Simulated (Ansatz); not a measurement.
Geometry optimisation, Ansatz, RKS r2SCAN/6-31G*.

Input:

```yaml
crystal:
  periodic: [false, false, false]
  atoms:
    - { symbol: "N", position_ang: [-0.5976, -0.094, -0.3369] }
    - { symbol: C, position_ang: [0.5268, 0.1637, 0.302] }
    - { symbol: S, position_ang: [1.5042, -1.0901, 0.6853] }
    - { symbol: H, position_ang: [1.79262, -2.43958, 0.6746] }
    - { symbol: H, position_ang: [-1.2728, 0.6961, -0.6177] }
    - { symbol: H, position_ang: [0.7192, 1.2453, 0.5208] }
basis:
  gaussian: { orbitals: "6-31G*" }
hamiltonian:
  xc: r2scan
relax:
  f_tol: 0.02
  max_steps: 50
```

Run as:

```bash
$ ansatz run input.yaml --threads 1 --pin off --max-ram 2048MiB --backend cpu --events-out ev --progress --plain --runs-dir out
```

Q: Where does it end, and by what steps?

A: It converged. After 7 steps the energy has fallen by 2.790 eV; H4 moved furthest, 0.74 Å.

```json
{"step": "0", "energy less start (eV)": "0.0000", "largest force component (eV/Å)": "7.530", "accepted": "yes"}
{"step": "1", "energy less start (eV)": "-1.8139", "largest force component (eV/Å)": "3.866", "accepted": "yes"}
{"step": "2", "energy less start (eV)": "-2.5406", "largest force component (eV/Å)": "1.488", "accepted": "yes"}
{"step": "3", "energy less start (eV)": "-2.6605", "largest force component (eV/Å)": "0.505", "accepted": "yes"}
{"step": "4", "energy less start (eV)": "-2.7578", "largest force component (eV/Å)": "0.464", "accepted": "yes"}
{"step": "5", "energy less start (eV)": "-2.7699", "largest force component (eV/Å)": "0.627", "accepted": "yes"}
{"step": "6", "energy less start (eV)": "-2.7896", "largest force component (eV/Å)": "0.118", "accepted": "yes"}
{"step": "7", "energy less start (eV)": "-2.7900", "largest force component (eV/Å)": "0.009", "accepted": "yes"}
```

```xyz
6
Properties=species:S:1:pos:R:3
N -0.506 -0.306 -0.318
C 0.523 0.130 0.291
S 1.808 -0.936 0.865
H 1.217 -2.062 0.413
H -1.120 0.478 -0.559
H 0.750 1.178 0.536
```

Time of the run: 20 s on 1 thread of Arm Neoverse V2 (shared host), peak memory 0.13 GiB.
